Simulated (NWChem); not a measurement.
## Correlation energy of O

SMILES: [O]
```xyz
1

O      0.0000     0.0000     0.0000
```
Charge 0, spin multiplicity 3.

Program: NWChem.

Basis set: cc-pVDZ. Each correlation energy counts from its own Hartree-Fock reference.

The correlated methods keep 1 core orbital frozen. The stability of the SCF solutions was not checked. Open-shell Hartree-Fock references start from PBE0 orbitals. No row is a measurement; the coupled-cluster row has its own basis-set and correlation limits.

```tsv
method	correlation energy (mHa)
URI-MP2	-102.0
UMP2	-102.0
SCS-UMP2	-99.8
CCSD on UHF	(withheld)
CCSD[T] on UHF	-117.8
CCSD(T) on UHF	-117.8
CCSD on ROHF	(withheld)
CCSD[T] on ROHF	-122.4
CCSD(T) on ROHF	-122.4
CCSDT on ROHF	-122.5
```

### Question
What belongs in the gaps?

### Answer

- CCSD on UHF, correlation energy (mHa): -117.0
- CCSD on ROHF, correlation energy (mHa): -121.6
